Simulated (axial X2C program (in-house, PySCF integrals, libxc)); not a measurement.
## Worked dissociation energy of NaC: PBE0, non-relativistic

Calculated with an axial X2C code built on PySCF integrals. The Hamiltonian is the X2C one with the speed of light multiplied by 100, which is the non-relativistic limit. Basis: Na dyall-v3z [9s8p4d2f], C dyall-v3z [7s6p2d1f] (cores contracted in-house); Gaussian nuclei, density fitting, unrestricted open shells. Masses: Na 22.990 u, C 12.000 u.

Molecular state: M_S = 3/2, Λ = 0 (beyond evenly filled blocks: σα, π+α, π-α).

```
E(Na) (2M_S = 1, M_L = 0) : -162.184030 hartree
E(C) (2M_S = 2, M_L = 0)  : -37.807285 hartree
E(NaC) at Re              : -200.066393 hartree
ωe                        : 435.1 cm⁻¹
ωexe                      : 3.38 cm⁻¹
```

(1) Work out De and D0.

One determinant describes the state; a PBE0 search over occupations chose it and may have missed a lower one. Dissociation energies refer to the lowest single-determinant-based atoms at the same level and basis.

Each atomic determinant is the lowest at this level and need not be a pure term. Totals compare only within one Hamiltonian and basis.

## Answers

(1) De = -162.184030 + (-37.807285) − (-200.066393) = 0.07508 hartree = 2.043 eV. The zero-point energy is ωe/2 − ωexe/4 = 217 cm⁻¹ = 0.027 eV, so D0 = 2.016 eV.
